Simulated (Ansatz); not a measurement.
# Si₂ (triplet): wave-function methods side by side, aug-cc-pVDZ

How much of the correlation energy of Si₂ (triplet) does each wave-function method recover here?

Computed with Ansatz 0.2.0, Gaussian basis. Level: aug-cc-pVDZ, core rule «outside noble gas», up to 10 orbitals frozen.

Plan: UHF; CCSD(T) on ROHF; CCSD(T) on UHF; BCCD(T) on ROHF; CISD; CCSDT(Q) on ROHF; CCSDT(Q) on UHF; CASSCF and MRCISD+Q, 8 electrons in 8 orbitals; CASSCF and NEVPT2, 8 electrons in 8 orbitals.

12 further runs of the same task are left out: 6 that didn't finish, 6 set aside as unsound or not needed.

### 1 The system

The geometry is a PBE0/def2-TZVPD stationary point (not a proven minimum) of the parent state, kept for this charge and spin.

2 atoms, charge 0, spin multiplicity 3.

Atoms are counted from 1 here; the program's logs count them from 0.

Bond lengths: Si1–Si2 2.398 Å.

### 2 UHF

Input file in.yaml:

```yaml
crystal:
  periodic: [false, false, false]
  atoms:
    - {symbol: Si, position_ang: [0.000000, 0.000000, 0.000000]}
    - {symbol: Si, position_ang: [0.000000, 0.000000, 2.397800]}
basis:
  gaussian: {orbitals: aug-cc-pVDZ}
magnetization: {spin_polarized: true, initial_magnetization: 2}
hamiltonian: {xc: hf}
output: {orbitals: {seedname: orbitals}}
```

Command:

```console
$ ansatz run in.yaml --threads 1 --pin off --events-out ev --progress --plain --max-ram 2393MiB
```

Further steps of the session: CCSD(T) on ROHF; CCSD(T) on UHF; BCCD(T) on ROHF; CISD; CCSDT(Q) on ROHF; CCSDT(Q) on UHF; CASSCF and MRCISD+Q, 8 electrons in 8 orbitals; CASSCF and NEVPT2, 8 electrons in 8 orbitals.

Q: Predict the results of all the runs planned. Wanted: UCCSDT(Q) below the RHF energy; RMP2 from UCCSDT(Q); UMP2 from UCCSDT(Q); RCCSD from UCCSDT(Q); RCCSD(T) from UCCSDT(Q); UCCSD(T) from UCCSDT(Q); RCCSDT(Q) from UCCSDT(Q); NEVPT2 valence from UCCSDT(Q); MRCISD+Q valence from UCCSDT(Q).

The runs gave:

```
                         quantity                                        value
   UCCSDT(Q) below the RHF energy                                   -4.9762 eV
              RMP2 from UCCSDT(Q)                                +114.3 kJ/mol
              UMP2 from UCCSDT(Q)                                +116.3 kJ/mol
             RCCSD from UCCSDT(Q)                                 +31.0 kJ/mol
          RCCSD(T) from UCCSDT(Q)                                  +7.0 kJ/mol
          UCCSD(T) from UCCSDT(Q)                                  +7.0 kJ/mol
         RCCSDT(Q) from UCCSDT(Q)                                   0.0 kJ/mol
    NEVPT2 valence from UCCSDT(Q)                                 +79.0 kJ/mol
  MRCISD+Q valence from UCCSDT(Q)                                  -2.0 kJ/mol
levels within 1 kcal/mol (43 meV)  RCCSDT, UCCSDT, RCCSDT(Q), MRCISD+Q valence
                    T1 diagnostic                                        0.022
   effectively unpaired electrons                                         2.05
```

What this shows: RCCSD(T) misses by +7.0 kJ/mol, 1.4 % of the correlation energy. One determinant dominates. Of the multireference levels listed MRCISD+Q valence comes nearest in total energy (-2.0 kJ/mol), which doesn't show that its space is the better one. These misses are within one basis, not against nature; the frozen cores of restricted and unrestricted runs differ, which can shift their rows.
